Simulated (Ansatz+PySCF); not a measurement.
## singlet HCl: levels of theory in one basis

```xyz
2

H     0.0000    0.0000   -2.2455
Cl    0.0000    0.0000    0.1321
```

Basis set: 6-31G (spherical functions). Correlated methods keep 5 orbitals frozen. Charge 0, multiplicity 1.

Computed with Ansatz (development build ahead of 0.2.0); each method stands on the lowest determinant of its kind that the runs found.

```csv
method,E − E(RHF) (eV),<S²> of the determinant
RHF,0.00,0.00
UHF,-1.79,0.88
RHF-MP2,-2.16,–
RHF-CCSD,-3.08,–
UHF-CCSD,-3.07,0.88
RHF-CCSD(T),-3.14,–
UHF-CCSD(T),-3.13,0.88
full CI (lowest root of this spin),-3.14,–
```

Q: What does UHF-MP2 give on the same scale?

A: -2.55 eV.

At such a shape the full CI root can have another spatial symmetry than the determinants, so the rows needn't describe one state.

Q: Is a single determinant a sound starting point here?

A: It is doubtful. Unrestricted orbitals lower Hartree–Fock by 1.79 eV and <S²> is 0.88 where a pure state has 0.00, a sign of strong static correlation.

Caution for RHF, RHF-MP2, RHF-CCSD, RHF-CCSD(T): an unrestricted determinant lies well below. Caution for UHF, UHF-MP2, UHF-CCSD, UHF-CCSD(T): the unrestricted determinant is a mixture of spin states. Caution for RHF-MP2, UHF-MP2, RHF-CCSD, UHF-CCSD, RHF-CCSD(T), UHF-CCSD(T): large amplitudes, a single reference is doubtful. Caution for UHF-MP2, UHF-CCSD, UHF-CCSD(T): a plain start can end on a higher determinant. Caution for RHF-CCSD, UHF-CCSD, RHF-CCSD(T), UHF-CCSD(T): the amplitudes may be one of several solutions.
